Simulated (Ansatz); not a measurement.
Li₃. The state is a quartet with charge 0. Geometry PBE/def2-TZVP; atoms count from 1.

```csv
atom,x (Å),y (Å),z (Å)
Li1,-1.7428,0.3554,-0.6415
Li2,0.3239,-0.0830,1.8607
Li3,1.4190,-0.2723,-1.2193
```

At PBE0/def2-TZVP a doublet of charge 0 lies 1.11 eV below the quartet, each at its own geometry. The structure comes from a short search, and lower isomers may exist.

Q: Estimate the Mulliken populations from the PBE0/def2-TZVP orbitals of Ansatz.

A: 
```json
{"atom": "Li1", "charge (e)": "0.00", "spin (α − β)": "1.00"}
{"atom": "Li2", "charge (e)": "0.00", "spin (α − β)": "1.00"}
{"atom": "Li3", "charge (e)": "0.00", "spin (α − β)": "1.00"}
```
Mulliken values and Mayer orders depend strongly on the basis.

Q: Where does the spin sit?

A: Summed by element: Li 3.00, of 3 unpaired in all. Largest on single atoms: Li2 1.00, Li3 1.00, Li1 1.00.
